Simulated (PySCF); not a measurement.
**Spin–spin coupling constants**

Molfile (atoms numbered from 1):
```
C6H6
     RDKit          3D

 12 12  0  0  0  0  0  0  0  0999 V2000
    0.9553    1.0021   -0.0209 C   0  0  0  0  0  0  0  0  0  0  0  0
    1.3456   -0.3263   -0.0146 C   0  0  0  0  0  0  0  0  0  0  0  0
    0.3904   -1.3285    0.0033 C   0  0  0  0  0  0  0  0  0  0  0  0
   -0.9551   -1.0023    0.0158 C   0  0  0  0  0  0  0  0  0  0  0  0
   -1.3455    0.3261    0.0101 C   0  0  0  0  0  0  0  0  0  0  0  0
   -0.3903    1.3283   -0.0076 C   0  0  0  0  0  0  0  0  0  0  0  0
    1.7008    1.7840   -0.0353 H   0  0  0  0  0  0  0  0  0  0  0  0
    2.3956   -0.5808   -0.0238 H   0  0  0  0  0  0  0  0  0  0  0  0
    0.6951   -2.3652    0.0082 H   0  0  0  0  0  0  0  0  0  0  0  0
   -1.7006   -1.7843    0.0298 H   0  0  0  0  0  0  0  0  0  0  0  0
   -2.3954    0.5812    0.0202 H   0  0  0  0  0  0  0  0  0  0  0  0
   -0.6946    2.3650   -0.0113 H   0  0  0  0  0  0  0  0  0  0  0  0
  1  2  1  0
  2  3  2  0
  3  4  1  0
  4  5  2  0
  5  6  1  0
  6  1  2  0
  1  7  1  0
  2  8  1  0
  3  9  1  0
  4 10  1  0
  5 11  1  0
  6 12  1  0
M  END
```

Method: B3LYP/pcJ-1 (without the spin–dipole term)//GFN2-xTB, PySCF 2.14; isolated molecule, single conformer, non-relativistic. Couplings are averaged over pairs made equivalent by symmetry, fast rotation or ring inversion, so a value needn't be that of the named pair in this geometry, while other rotamers aren't included; one pair stands for each set, and the list holds those of at least 1.5 Hz over up to four bonds.

Isotopes: 13C, 1H.

```csv
pair,bonds,J (Hz)
"C1, C2",1,62.1
"C1, H7",1,?
"C1, C4",3,9.0
"C1, H9",3,?
"H7, H8",3,8.6
```

Estimate the withheld couplings, with signs.

## Answers


- 1J(C1,H7) = 163.3 Hz (bond length 1.080 Å, sp2 carbon)
- 3J(C1,H9) = 7.9 Hz
